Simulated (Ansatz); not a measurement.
A calculation on rock-salt PbTe returned lattice constant a 6.467 Å, cohesive energy 3.52 eV/atom.

For reference: lattice constant a 6.438 Å (measured, 120 K, not corrected to a static lattice; as tabulated in Noda, Masumoto, Ohba, Saito, Toriumi, Iwata, Shibuya, Acta Cryst. C 43, 1443 …).

Which level of theory produced these numbers?
A. HSE06-D3(BJ) (Ansatz, an electronic-structure program)
B. RPBE (Ansatz)
C. r²SCAN0 (Ansatz)
D. PBE-D4 (Ansatz)

D, PBE-D4 (Ansatz)

The others give: r²SCAN0 6.509 Å, 2.90 eV/atom; RPBE 6.655 Å, 2.68 eV/atom; HSE06-D3(BJ) 6.389 Å, 3.53 eV/atom.

Unless a cell is named, each level is at its own relaxed cell (HSE06-D3(BJ) 32.60, PBE-D4 33.81, r²SCAN0 34.47, RPBE 36.84 Å³/atom).

Ansatz's density-functional and Hartree–Fock values are scalar-relativistic unless marked +SOC, with PAW data made under PBE.
